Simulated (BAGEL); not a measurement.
**C2H2F2 (SMILES F/C=C\F) at HF/3-21G (density fitting with qzvpp-jkfit)**

What is the energy change on altering one bond length of C2H2F2 at HF/3-21G (density fitting with qzvpp-jkfit)? 

The results are computed with BAGEL 1.2.2.

2 further runs of the same task are left out: 2 set aside as unsound or not needed.

### 1 The molecule

C2H2F2: 6 atoms, total charge 0, spin state singlet. As SMILES, `F/C=C\F`. Geometry: relaxed at GFN2-xTB.

Bond lengths: F1–C2 1.335 Å, C2–C3 1.321 Å, C3–F4 1.335 Å, C2–H5 1.079 Å, C3–H6 1.078 Å. Angles: F1–C2–C3 123.7°, C2–C3–F4 123.7°, F1–C2–H5 113.2°, C3–C2–H5 123.0°, C2–C3–H6 123.2°, F4–C3–H6 113.1°.

### 2 A single-point energy at HF/3-21G (density fitting with qzvpp-jkfit)

input.json reads:

```json
{ "bagel": [

{
  "title": "molecule",
  "basis": "3-21g",
  "df_basis": "qzvpp-jkfit",
  "angstrom": "true",
  "geometry": [
    { "atom": "F", "xyz": [       0.192360,      -0.836360,      -1.520840 ] },
    { "atom": "C", "xyz": [       0.405210,       0.027280,      -0.525710 ] },
    { "atom": "C", "xyz": [      -0.327390,       0.076410,       0.572410 ] },
    { "atom": "F", "xyz": [      -1.362570,      -0.733090,       0.808990 ] },
    { "atom": "H", "xyz": [       1.239650,       0.687180,      -0.705780 ] },
    { "atom": "H", "xyz": [      -0.147270,       0.778580,       1.370930 ] }
  ]
},

{
  "title": "hf"
},

{
  "title": "print",
  "file": "orbitals.molden",
  "orbitals": "true"
}

]}
```

The run is started by

```
$ BAGEL_NUM_THREADS=1 BAGEL input.json > input.out
```

Output:

```text
* using 1 threads per process

  ===============================================================
  ===============================================================

  *** Geometry ***

  { "atom" : "F", "xyz" : [      0.363508,     -1.580491,     -2.873971 ] },
  { "atom" : "C", "xyz" : [      0.765736,      0.051552,     -0.993448 ] },
  { "atom" : "C", "xyz" : [     -0.618677,      0.144394,      1.081698 ] },
  { "atom" : "F", "xyz" : [     -2.574884,     -1.385339,      1.528770 ] },
  { "atom" : "H", "xyz" : [      2.342599,      1.298582,     -1.333731 ] },
  { "atom" : "H", "xyz" : [     -0.278300,      1.471303,      2.590682 ] },

  Number of auxiliary basis functions:      340

  Since a DF basis is specified, we compute 2- and 3-index integrals:
    o Being stored without compression. Storage requirement is 0.004 GB

  Number of basis functions:       40
  Number of electrons      :       32

    * METHOD: MOLECULE                             0.07

  *** RHF ***

  === Nuclear Repulsion ===
   113.6076176876

      * DIIS with orbital gradients will be used.

  === RHF iteration (3-21g) ===
      0       -274.12064194          0.02836799           0.01
      1       -274.19595927          0.01638472           0.01
      2       -274.22367208          0.00218486           0.01
      3       -274.22461193          0.00037896           0.01
      4       -274.22465135          0.00011222           0.01
      5       -274.22465461          0.00002301           0.01
      6       -274.22465476          0.00000378           0.01
      7       -274.22465476          0.00000059           0.01
      8       -274.22465476          0.00000021           0.01
      9       -274.22465476          0.00000010           0.01
     10       -274.22465476          0.00000002           0.01
     11       -274.22465476          0.00000000           0.01
    * SCF iteration converged.

    * Permanent dipole moment:
           (   -0.668320,    -0.895833,    -0.405693) a.u.

    * METHOD: HF                                   0.18

    * METHOD: PRINT                                0.00

  ===============================================================
```

Run time: 0.38 s. Hardware: 1 thread of Arm Neoverse V1, shared host.

### 3 The distorted shape

input.json reads:

```json
{ "bagel": [

{
  "title": "molecule",
  "basis": "3-21g",
  "df_basis": "qzvpp-jkfit",
  "angstrom": true,
  "geometry": [
    { "atom": "F", "xyz": [       0.412156,      -0.851100,      -1.850299 ] },
    { "atom": "C", "xyz": [       0.625006,       0.012540,      -0.855169 ] },
    { "atom": "C", "xyz": [      -0.327390,       0.076410,       0.572410 ] },
    { "atom": "F", "xyz": [      -1.362570,      -0.733090,       0.808990 ] },
    { "atom": "H", "xyz": [       1.459446,       0.672440,      -1.035239 ] },
    { "atom": "H", "xyz": [      -0.147270,       0.778580,       1.370930 ] }
  ]
},

{ "title": "hf" },

{ "title": "print", "file": "orbitals.molden", "orbitals": true }

]}
```

The run is started by

```
$ BAGEL_NUM_THREADS=1 BAGEL input.json > input.out
```

Output:

```text
* using 1 threads per process

  ===============================================================
  ===============================================================

  *** Geometry ***

  { "atom" : "F", "xyz" : [      0.778862,     -1.608346,     -3.496558 ] },
  { "atom" : "C", "xyz" : [      1.181090,      0.023697,     -1.616035 ] },
  { "atom" : "C", "xyz" : [     -0.618677,      0.144394,      1.081698 ] },
  { "atom" : "F", "xyz" : [     -2.574884,     -1.385339,      1.528770 ] },
  { "atom" : "H", "xyz" : [      2.757953,      1.270727,     -1.956318 ] },
  { "atom" : "H", "xyz" : [     -0.278300,      1.471303,      2.590682 ] },

  Number of auxiliary basis functions:      340

  Since a DF basis is specified, we compute 2- and 3-index integrals:
    o Being stored without compression. Storage requirement is 0.004 GB

  Number of basis functions:       40
  Number of electrons      :       32

    * METHOD: MOLECULE                             0.08

  *** RHF ***

  === Nuclear Repulsion ===
   104.4450164183

      * DIIS with orbital gradients will be used.

  === RHF iteration (3-21g) ===
      0       -273.99328045          0.02944756           0.01
      1       -274.07051825          0.01797613           0.01
      2       -274.10436715          0.00244087           0.01
      3       -274.10574075          0.00047601           0.01
      4       -274.10580873          0.00009574           0.01
      5       -274.10581133          0.00002385           0.01
      6       -274.10581146          0.00000901           0.01
      7       -274.10581147          0.00000437           0.01
      8       -274.10581147          0.00000055           0.01
      9       -274.10581147          0.00000016           0.01
     10       -274.10581147          0.00000007           0.01
     11       -274.10581147          0.00000003           0.01
     12       -274.10581147          0.00000001           0.01
     13       -274.10581147          0.00000001           0.01
    * SCF iteration converged.

    * Permanent dipole moment:
           (   -0.669088,    -0.896625,    -0.405778) a.u.

    * METHOD: HF                                   0.19

    * METHOD: PRINT                                0.00

  ===============================================================
```

Wall time 0.4 s (1 thread of Arm Neoverse V1, shared host).

### 4 Results

At HF/3-21G (density fitting with qzvpp-jkfit):

| quantity | value |
| --- | --- |
| first shape: total energy | -274.22465 Eh |
| first shape: dipole moment | 3.02 D |
| first shape: HOMO energy | -10.50 eV |
| first shape: LUMO energy | 4.86 eV |
| first shape: HOMO–LUMO gap | 15.36 eV |
| distorted shape: total energy | -274.10581 Eh |
| distorted shape: dipole moment | 3.02 D |
| distorted shape: HOMO energy | -8.61 eV |
| distorted shape: LUMO energy | 2.46 eV |
| distorted shape: HOMO–LUMO gap | 11.06 eV |
| energy change with the C2–C3 bond stretched from 1.321 to 1.717 Å | 3.234 eV |

**Reading.** With the C2–C3 bond stretched from 1.321 to 1.717 Å the energy rises by 3.23 eV (75 kcal/mol). The first shape isn't relaxed at this level, so the change isn't measured from a minimum.
